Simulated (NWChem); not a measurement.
**SiH2F2 (SMILES F[SiH2]F) at M06-2X/aug-cc-pVDZ**

Aim: the vertical electron affinity of SiH2F2 at M06-2X/aug-cc-pVDZ, from 2 runs. 

The results are computed with NWChem 7.3.0.

3 further runs of the same task are left out: 3 set aside as unsound or not needed.

### Step 1. Starting point

SiH2F2 has 5 atoms, charge 0, and is taken as a singlet. SMILES: `F[SiH2]F`. The shape is that of a PBE0-D4/def2-TZVP optimisation.

Bond lengths: F1–Si2 1.586 Å, Si2–F3 1.586 Å, Si2–H4 1.474 Å, Si2–H5 1.474 Å. Angles: F1–Si2–F3 108.0°, F1–Si2–H4 108.5°, F1–Si2–H5 108.5°, F3–Si2–H4 108.5°, F3–Si2–H5 108.5°, H4–Si2–H5 114.6°.

### Step 2. Energy and forces at M06-2X/aug-cc-pVDZ

File mol.nw:

```
start mol
title "F2H2Si M06-2X"
memory stack 880 mb heap 220 mb global 1100 mb
charge 0
geometry units atomic noautosym nocenter noautoz
   F  -2.03903339  1.01705060  1.85329220
   Si -0.00986437 -0.00102045 -0.10221529
   F   2.35767900 -0.98377252  1.44924986
   H  -1.11582658 -2.15190673 -1.48589165
   H   0.80704534  2.11966800 -1.71445403
end
basis spherical bse
   F library aug-cc-pVDZ
   Si library aug-cc-pVDZ
   H library aug-cc-pVDZ
end
dft
   xc m06-2x
   grid fine
   convergence energy 1e-08
   maxiter 100
   mulliken
end
task dft gradient
```

Started as:

```console
$ nwchem mol.nw > mol.out
```

What it wrote:

```text
[...]
          Wavefunction type:  closed shell.
          No. of atoms     :     5
          No. of electrons :    34
[...]
          Charge           :     0
          Spin multiplicity:     1
[...]
          AO basis - number of functions:    91
[...]
              XC Information
              --------------
                       M06-2X Method XC Functional
                     Hartree-Fock (Exact) Exchange  0.540
                        M06-2X Exchange Functional  1.000
                      M06-2X Correlation Potential  1.000
[...]
 d= 0,ls=0.0,diis     1   -490.3494764046 -6.09D+02  1.29D-02  6.54D-01     2.4
[...]
 d= 0,ls=0.0,diis     7   -490.4215194402 -5.39D-09  7.28D-07  8.79D-10    12.8
         Total DFT energy =     -490.421519440205
      One electron energy =     -917.073361793722
           Coulomb energy =      350.513792884477
    Exchange-Corr. energy =      -42.603881317753
 Nuclear repulsion energy =      118.741930786793
[...]
      Total Density - Mulliken Population Analysis
     ---------------------------------------------
    Atom       Charge   Shell Charges
 -----------   ------   -------------------------------------------------------
    1 F    9     9.62   2.00  0.88  1.03  0.14  3.33  2.08  0.13  0.00  0.01
    2 Si  14    13.12   2.00  2.04  0.71  0.17  0.01  6.01  1.21  0.52  0.01  0.41  0.03
    3 F    9     9.62   2.00  0.88  1.03  0.14  3.33  2.08  0.13  0.00  0.01
    4 H    1     0.82   0.74  0.06 -0.01  0.01  0.02
    5 H    1     0.82   0.74  0.06 -0.01  0.01  0.02
[...]
  wavefunction    = closed shell
                         DFT ENERGY GRADIENTS
    atom               coordinates                        gradient
                 x          y          z           x          y          z
   1 F      -2.039033   1.017051   1.853292    0.019416  -0.009826  -0.020287
   2 Si     -0.009864  -0.001020  -0.102215    0.003504   0.000370   0.036362
   3 F       2.357679  -0.983773   1.449250   -0.022950   0.009454  -0.016389
   4 H      -1.115827  -2.151907  -1.485892    0.000315   0.000667   0.000121
   5 H       0.807045   2.119668  -1.714454   -0.000285  -0.000665   0.000193
[...]
```

It took 21 s on 1 thread of Intel Xeon 6975P-C (Granite Rapids), shared host; peak memory 0.12 GiB.

### Step 3. The doublet anion: the energy at UM06-2X/aug-cc-pVDZ

File run.py:

```python
from ase import Atoms
from ase.calculators.nwchem import NWChem

atoms = Atoms(['F', 'Si', 'F', 'H', 'H'], positions=[
    [-1.079010, 0.538200, 0.980720],
    [-0.005220, -0.000540, -0.054090],
    [1.247630, -0.520590, 0.766910],
    [-0.590470, -1.138740, -0.786300],
    [0.427070, 1.121680, -0.907250],
])

calc = NWChem(
    label='f2h2si',
    theory='dft',
    memory='2200 mb',
    basis='aug-cc-pVDZ',
    basispar='spherical bse',
    charge=-1,
    dft={'xc': 'm06-2x', 'mult': '2', 'grid': 'fine', 'convergence': 'energy 1e-08', 'iterations': '100', 'mulliken': None},
    task='energy',
)
atoms.calc = calc

print("Total energy (eV):", round(atoms.get_potential_energy(), 6))
```

Started as:

```console
$ export ASE_NWCHEM_COMMAND="nwchem PREFIX.nwi > PREFIX.nwo"
$ python run.py
```

What it wrote:

```text
Total energy (eV): -13344.112105
```

The calculator wrote f2h2si.nwi:

```
title "f2h2si"

permanent_dir f2h2si

scratch_dir f2h2si

start f2h2si

geometry units angstrom nocenter noautosym noautoz
  F  -1.0790100000000000e+00 5.3820000000000001e-01 9.8072000000000004e-01
  Si -5.2199999999999998e-03 -5.4000000000000001e-04 -5.4089999999999999e-02
  F  1.2476300000000000e+00 -5.2059000000000000e-01 7.6690999999999998e-01
  H  -5.9047000000000005e-01 -1.1387400000000001e+00 -7.8630000000000000e-01
  H  4.2707000000000001e-01 1.1216800000000000e+00 -9.0725000000000000e-01
end

charge -1

memory 2200 mb

basis spherical bse noprint
   * library aug-cc-pVDZ
end

dft
  xc m06-2x
  mult 2
  grid fine
  convergence energy 1e-08
  iterations 100
  mulliken
end

task dft energy
```

f2h2si.nwo:

```text
Northwest Computational Chemistry Package (NWChem) 7.3.0
             --------------------------------------------------------

           Job information
           ---------------

    nwchem branch   = 7.3.0
    use scalapack   = T
    input           = f2h2si.nwi
    prefix          = f2h2si.
    data base       = f2h2si/f2h2si.db
    status          = startup
    nproc           =        1

           Memory information
           ------------------

    heap     =     72089596 doubles =      550.0 Mbytes
    stack    =     72089601 doubles =      550.0 Mbytes
    global   =    144179200 doubles =     1100.0 Mbytes (distinct from heap & stack)
    total    =    288358397 doubles =     2200.0 Mbytes
    verify   = yes
    hardfail = no

           Directory information
           ---------------------

  0 permanent = f2h2si
  0 scratch   = f2h2si

                                NWChem Input Module
                                -------------------

                                      f2h2si
                                      ------

 Scaling coordinates for geometry "geometry" by  1.889725989
 (inverse scale =  0.529177249)

                             Geometry "geometry" -> ""
                             -------------------------

 Output coordinates in angstroms (scale by  1.889725989 to convert to a.u.)

[... 17 lines left out ...]
            Nuclear Dipole moment (a.u.)
[... 60 lines left out ...]
  convergence criterion.
[... 16 lines left out ...]
          Convergence on density requested:  1.00D-05
[... 21 lines left out ...]
          Spatial weights used:  Erf1
[... 3 lines left out ...]
          Convergence aids based upon iterative change in
[... 84 lines left out ...]
         Total DFT energy =     -490.387078875631
[... 1 line left out ...]
           Coulomb energy =      355.151149912578
[... 1 line left out ...]
 Nuclear repulsion energy =      118.741939294224
[... 645 lines left out ...]
                     DFT Final Beta Molecular Orbital Analysis
[... 714 lines left out ...]
   alpha     61     62     63     64     65     66     67     68     69     70
    beta     60     62     63     64     65     66     68     67     69     70
 overlap   1.000  1.000  1.000  1.000  1.000  1.000  1.000  1.000  1.000  1.000

   alpha     71     72     73     74     75     76     77     78     79     80
    beta     71     72     73     74     75     76     77     78     79     80
 overlap   1.000  1.000  1.000  1.000  1.000  1.000  1.000  1.000  1.000  1.000

   alpha     81     82     83     84     85     86     87     88     89     90
    beta     81     82     83     84     85     86     87     88     89     90
 overlap   1.000  1.000  1.000  1.000  1.000  1.000  1.000  1.000  1.000  1.000

   alpha     91
    beta     91
 overlap   1.000

     --------------------------
     Expectation value of S2:
     --------------------------
      <S2> =      0.7505 (Exact =     0.7500)

 center of mass
 --------------
 x =   0.08040350 y =   0.00840117 z =   0.83333534

 moments of inertia (a.u.)
 ------------------
         110.650099307468          79.365784665957          11.129322072113
          79.365784665957         249.489874113020          -7.810235522376
          11.129322072113          -7.810235522376         233.297602347376

     Multipole analysis of the density
     ---------------------------------

     L   x y z        total         alpha         beta         nuclear
     -   - - -        -----         -----         ----         -------
     0   0 0 0     -1.000000    -18.000000    -17.000000     34.000000

     1   1 0 0      0.066861     -1.110334     -1.243733      2.420928
[... 8 lines of this table left out ...]
     2   0 0 2    -37.597466    -55.885021    -36.821089     55.108645

 Task  times  cpu:       37.9s     wall:       37.9s
 Total times  cpu:       38.0s     wall:       38.0s
```

Run time: 39 s. Hardware: 1 thread of Intel Xeon 6975P-C (Granite Rapids), shared host; peak memory 0.12 GiB.

### Step 4. Summary of results

Level: M06-2X/aug-cc-pVDZ.

```
                                         quantity          value
                     singlet SiH2F2: total energy  -490.42152 Eh
                    singlet SiH2F2: dipole moment         1.61 D
                      singlet SiH2F2: HOMO energy      -11.25 eV
                      singlet SiH2F2: LUMO energy        0.14 eV
                    singlet SiH2F2: HOMO–LUMO gap       11.39 eV
         singlet SiH2F2: largest force on an atom     1.879 eV/Å
                      doublet anion: total energy  -490.38708 Eh
doublet anion: HOMO energy (highest over α and β)        1.59 eV
 doublet anion: LUMO energy (lowest over α and β)        2.93 eV
                              doublet anion: ⟨S²⟩          0.750
vertical electron affinity (to the doublet anion)      -0.937 eV
```

What this shows: The anion lies 0.94 eV (90.4 kJ/mol) above the neutral: the electron isn't bound at this level, and such a value depends on the basis. The largest force (singlet SiH2F2) is 1.88 eV/Å: the shape isn't a stationary point for this species at this level. Mulliken charges (singlet SiH2F2) run from -0.62 on F1 to +0.88 on Si2; in a basis this large or diffuse they mean little. The HOMO (doublet anion) lies at positive energy, 1.59 eV; only total energies tell whether the electron is bound.
